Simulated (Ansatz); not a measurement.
`COC1=NC1` → `[CH2]` (triplet) + `OC1=NC1` at 700 K and 1 bar (formal loss of a carbene).

Computed with Ansatz on PBE0-D4/def2-TZVP structures; ΔE is electronic, products minus reactants. CBS: MP2 limit from def2 TZ/QZ plus the TZ coupled-cluster correction, frozen cores. This one scheme is used for every species. Triplets are unrestricted, without spin–orbit coupling. Each species was taken in one conformer, which may not be the lowest.

```tsv
species	CCSD(T)/CBS energy (Eh)	H − E (kJ/mol)	S (J/(mol·K))
`COC1=NC1`	-246.94586	271.4	401.6
`[CH2]` (triplet)	-39.09499	70.4	226.8
`OC1=NC1`	-207.69976	180.9	338.1
```

H − E and S are ideal-gas, rigid-rotor, harmonic terms from PBE0-D4/def2-TZVP, for one conformer and one mirror image of each species, with the whole ground term of open shells counted as degenerate. 1 Eh = 2625.50 kJ/mol, R = 8.31446 J/(mol·K).

Task: By hand: ΔE, ΔH, ΔS and ΔG.

Result: ΔE = (-39.09499) + (-207.69976) − (-246.94586) = 0.15111 Eh = 396.7 kJ/mol. Δ(H − E) = 70.4 + 180.9 − 271.4 = -20.1, so ΔH = 376.6 kJ/mol. ΔS = 226.8 + 338.1 − 401.6 = 163.3 J/(mol·K). ΔG = 376.6 − 700 × (163.3)/1000 = 262.3 kJ/mol.

Task: By hand: the equilibrium constant, and the temperature at which ΔG would vanish if ΔH and ΔS stayed fixed.

Result: log₁₀ K = −ΔG/(RT ln 10) = -19.6. ΔG = 0 at ΔH/ΔS = 2306 K.

The number of gas molecules changes by +1, which sets the sign of ΔS. A doubt of 5 kJ/mol in ΔE shifts log₁₀ K by 0.4 here. Other conformers and mirror images would add mixing entropy, several J/(mol·K) or more a flexible species. A triplet takes part, so the spin changes. These are equilibria of isolated gas molecules and say nothing of rates. Largest T1 diagnostic: 0.013 (customary marks: 0.02 for closed shells, 0.045 for open ones).
